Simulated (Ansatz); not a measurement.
# BPHS (quartet): geometry optimisation

Where does this start of BPHS (quartet) end when it is relaxed?

Program: Ansatz 0.2.0, Gaussian basis. Level of theory: UKS PBE0/def2-TZVP. These are calculated values, not measurements.

## Step 1: The system as given

4 atoms, charge 0, spin multiplicity 4.

Atoms are counted from 1 here; the program's logs count them from 0.

Bond lengths: P1–B2 1.873 Å, B2–S3 1.711 Å, B2–H4 1.171 Å. Angles: P1–B2–S3 119.7°, P1–B2–H4 116.4°, S3–B2–H4 123.9°.

The start was built by rule and, where that kept it together, relaxed with GFN2-xTB. Sticks and bond lists go by distance. 

## Step 2: Relaxation

Input file in.yaml:

```yaml
crystal:
  periodic: [false, false, false]
  atoms:
    - {symbol: P, position_ang: [-1.586458, -0.158631, -0.002884]}
    - {symbol: B, position_ang: [0.056263, 0.740380, 0.009767]}
    - {symbol: S, position_ang: [1.513202, -0.156433, -0.001297]}
    - {symbol: H, position_ang: [0.009425, 1.910037, 0.025128]}
basis:
  gaussian: {orbitals: def2-TZVP}
magnetization: {spin_polarized: true, initial_magnetization: 3}
hamiltonian: {xc: pbe0}
relax: {f_tol: 0.004, max_steps: 80}
```

Launch:

```bash
ansatz run in.yaml --threads 1 --pin off --events-out ev --progress --plain --max-ram 2176MiB
```

**Question.** What will these runs give? Wanted: energy gained; shift from the start; total energy; dipole moment; ⟨S²⟩.

As calculated:

| quantity | value |
| --- | --- |
| steps | 5 |
| energy gained | 0.033 eV |
| shift from the start (rms) | 0.036 Å |
| total energy | -20807.2067 eV |
| dipole moment | 0.30 D |
| ⟨S²⟩ | 3.770 |

In words: The bonds of the start are those of the end. P1–B2 went from 1.873 to 1.917 Å. No vibrations were run, so this is a stationary point, not a proven minimum, and this spin need not be the ground state's.
